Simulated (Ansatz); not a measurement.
Reaction: C4H2 (SMILES C#CC#C) → 2 C2H (SMILES [C]#C, doublet) (the C-C bond breaks)
Each species at its own B3LYP-D3(BJ)/def2-TZVP minimum (Ansatz, a first-principles code).

Total energies in hartree (Ansatz). Radicals and triplets start from unrestricted determinants; spin-orbit coupling is neglected. Cores are frozen in correlated methods. No relativity. The restricted determinant of C4H2 (C#CC#C, singlet) is unstable towards broken spin symmetry in at least one set run. The UHF reference of C2H ([C]#C, doublet) is spin-contaminated (<S^2> up to 0.36 over the pure value in the sets run).

```tsv
species	HF/cc-pVTZ	CCSD(T)/cc-pVTZ	HF/cc-pVQZ	CCSD(T)/cc-pVQZ	CCSD(T)/cc-pVDZ	CCSDT(Q)/cc-pVDZ
1: C4H2 (SMILES C#CC#C)	-152.55140	-153.19580	-152.56078	-153.23787	-153.04748	-153.05037
2: C2H (SMILES [C]#C, doublet)	-76.17745	-76.46716	-76.18236	-76.48720	-76.39801	-76.40053
```

Q: Work out the bond dissociation energy (electronic) in kcal/mol: take Hartree-Fock from cc-pVQZ, extrapolate the CCSD(T) correlation energy as X^-3 (X = 3, 4), and add CCSDT(Q) - CCSD(T) in cc-pVDZ. 1 hartree = 627.51 kcal/mol.

A: 
Species 1: correlation (64·(-0.67709) - 27·(-0.64440))/37 = -0.70094; step -0.00289; E1 = -152.56078 + (-0.70094) + (-0.00289) = -153.26461
Species 2: correlation (64·(-0.30484) - 27·(-0.28971))/37 = -0.31588; step -0.00252; E2 = -76.18236 + (-0.31588) + (-0.00252) = -76.50076
-1·E1 +2·E2 = 0.26309 hartree = 165.1 kcal/mol.
